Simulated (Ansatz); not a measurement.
## Forces away from equilibrium

AlH2O2 (SMILES [O][AlH][OH]), doublet, displaced at random from a GFN2-xTB minimum.

```xyz
5
angstrom
O -1.2285 -1.1901 1.0062
Al -0.4773 -0.2263 0.0375
O 0.9642 0.8505 -0.0072
H -0.5809 -0.3872 -1.4387
H 1.6377 1.6254 0.0182
```

Program: Ansatz 0.2.0. Basis: def2-TZVPP. Cores are frozen in the correlated methods; orbitals are unrestricted.

CCSD(T) forces from the calculation:
| atom | Fx | Fy | Fz (eV/Å) |
| --- | --- | --- | --- |
| O1 | -3.243 | -3.890 | 4.428 |
| Al2 | 6.413 | 6.075 | -4.018 |
| O3 | 0.227 | 0.964 | 0.629 |
| H4 | -0.931 | -0.587 | -1.302 |
| H5 | -2.466 | -2.562 | 0.263 |

**Question.** Which atom feels the largest CCSD(T) force, and how large is it?

**Answer.** Al2, 9.70 eV/Å, along (0.66, 0.63, -0.41).

Root-mean-square difference of the force components from those of CCSD(T): PBE0-D4 0.268; wB97M-V 0.125; r2SCAN-D4 0.464; PBE-D4 0.846; revPBE-D4 0.764; BLYP-D4 0.803 eV/Å.

T1 diagnostic: at most 0.022. ⟨S²⟩ of the unrestricted Hartree–Fock references: 0.76 (a pure state has 0.75). These are differences at one structure, and CCSD(T) in triple zeta is itself an approximation.

For scale, one of the runs: CCSD(T)/def2-TZVPP forces, 132 basis functions (an equivalent command: `ansatz run in.yaml --threads 4`). The run took 93 s on 4 CPU threads (shared host), with 2.7 GiB of host memory at its peak.
